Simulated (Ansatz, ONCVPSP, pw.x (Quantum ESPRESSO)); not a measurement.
## From atom to crystal: ONCV potential for Cu

* Element: Cu
* Generator: ONCVPSP 4.0.1.1 (patched build)
* Type: optimised norm-conserving Vanderbilt (ONCV)
* Functional: LDA (Perdew-Wang 92)
* Relativity: scalar-relativistic
* Frozen core: [Ne]
* Valence charge: 19
* Reference configuration: 3s2 3p6 3d10 4s1
* Partial waves: 3s+4s: rc 1.25 bohr, ncon 3, nbas 6, qcut 11.2 1/bohr, 2 projectors; 3p: rc 1.10 bohr, ncon 4, nbas 9, qcut 11.2 1/bohr, 2 projectors, debl 2.5 Ha; 3d: rc 1.40 bohr, ncon 3, nbas 8, qcut 11.8 1/bohr, 1 projector
* Local potential: polynomial inside 0.95 bohr (lpopt 5, dvloc0 3 Ha)
* Core correction: Teter function, fcfact 3.25, rcfact 1.5

In the p channel the program set the typed energies aside and used -2.647, 0.250 Ha.

Crystal test: bcc Cu in pw.x 7.5, no spin, 16³ k-points, Fermi–Dirac smearing 0.01 Ry, cutoffs 140/560 Ry. The reference is all-electron LAPW (Ansatz 0.2.0) with the same functional, mesh and smearing; V0 and B0 come from Birch–Murnaghan fits to the pressures at five volumes. Errors are pseudo minus all-electron; Δ is the rms difference of the E(V) curves that follow from these fits, minima aligned, over ±6 % about the mean V0. Mesh and smearing are coarse, so the numbers serve the comparison and aren't converged zero-temperature values; the lattice is a test structure that the element need not adopt.

```
V (Å³/atom)  P all-electron (GPa)  P pseudo (GPa)
     10.393                 10.69           13.18
     10.666                  4.87            6.64
     10.940                 -0.14            0.58
     11.213                 -4.45           -5.06
     11.487                 -8.15          -10.21
```

All-electron: a0 = 2.796 Å (V0 = 10.93 Å³/atom), B0 = 186.3 GPa.

Pseudopotential: mean pressure error (GPa): +0.46; a0 (Å): 2.799; a0 error (%): +0.11; B0 error (%): +24.5; Δ (meV/atom): 2.9. This is a poor potential for the solid. Atomic configuration tests: 2 of 4 tests not solved or not reliable.

Task: At the middle volume, how do free energy and pressure move when the wave cutoff is lowered (ecutrho kept at four times it)?

Result:

| cutoff (Ry) | shift of F (meV/atom) | shift of P (GPa) |
| --- | --- | --- |
| 63 | +41837.1 | -2293.13 |
| 84 | +4819.5 | -468.49 |
| 112 | +85.5 | -16.50 |

The run at the middle volume (145 k-points, 9 iterations) took about 1.9 min on one core of a shared host (Neoverse-N1, 64 threads, 124 GiB, load 58).
